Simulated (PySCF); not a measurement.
# Do core-level shifts follow atomic charges?

Compound: C₄H₁₀P (charge +1).
Atom-mapped SMILES: `[CH3:1]/[CH:2]=[CH:3]\[PH2+:4][CH3:5]`

Structure used (GFN2-xTB), in Å, numbered top down from 1:
```
atom  x, y, z in Å
C1    -1.8205   -0.2783    0.8160
C2    -1.5283    0.6844   -0.2627
C3    -0.4204    0.7171   -1.0082
P4     0.9446   -0.4208   -0.8359
C5     2.0672   -0.0442    0.5268
H6    -2.7489   -0.8064    0.5977
H7    -1.0149   -1.0014    0.9539
H8    -1.9858    0.2567    1.7514
H9    -2.2974    1.4220   -0.4554
H10   -0.2849    1.4645   -1.7801
H11    1.6630   -0.3749   -2.0072
H12    0.5343   -1.7300   -0.7332
H13    1.5359   -0.1066    1.4779
H14    2.9023   -0.7457    0.5313
H15    2.4492    0.9715    0.4056
```

Binding energies: delta-SCF UKS SCAN, pcX-2 on the ionised atom, pcseg-1 elsewhere, spin-free X2C in PySCF 2.14.0. Charges: PBE0/pcSseg-1 ground-state density, for the ionised atom.

```tsv
atom	environment	C 1s (eV)	Mulliken (e)	IAO (e)	Hirshfeld (e)	ESP (e)
C1	allylic carbon	295.35	-0.251	-0.434	-0.093	-0.356
C3	alkene CH carbon	295.44	-0.402	-0.441	-0.094	-0.598
C2	alkene CH carbon	295.77	-0.110	-0.026	+0.043	+0.188
C5	sp3 carbon bound to phosphorus	296.10	-0.489	-0.639	-0.112	-0.532
```

Problem. Give the correlation coefficient and slope of binding energy on charge for each scheme.

Solution. ESP: r = 0.10, slope 0.1 eV per e; Hirshfeld: r = 0.08, slope 0.4 eV per e; IAO: r = -0.17, slope -0.2 eV per e; Mulliken: r = -0.32, slope -0.6 eV per e. On 4 points no scheme stands out.

Problem. The point-charge model writes a binding energy as kq + V + constant, with V the potential of the other atoms' charges at the site. What does it give with the Hirshfeld charges?

Solution. V = Σ 14.40 eV Å × q/r over all other atoms: +6.75 eV at C1, +7.74 eV at C3, +4.79 eV at C2, +8.73 eV at C5. Fitting binding energy − V to q gives k = 22.0 eV per e and leaves an rms residual of 0.35 eV, against 0.29 eV for the fit on q alone. The model has no term for differences in relaxation between sites.

The unrestricted hole states depart most from a pure doublet (⟨S²⟩ = 0.75; over 0.85 named) for C 1s of C2 (0.88), which makes this value less certain. The species carries charge +1, so core ionisation leaves charge +2. The structure is a single GFN2-xTB conformer in the gas phase; no vibrational or solvent corrections.
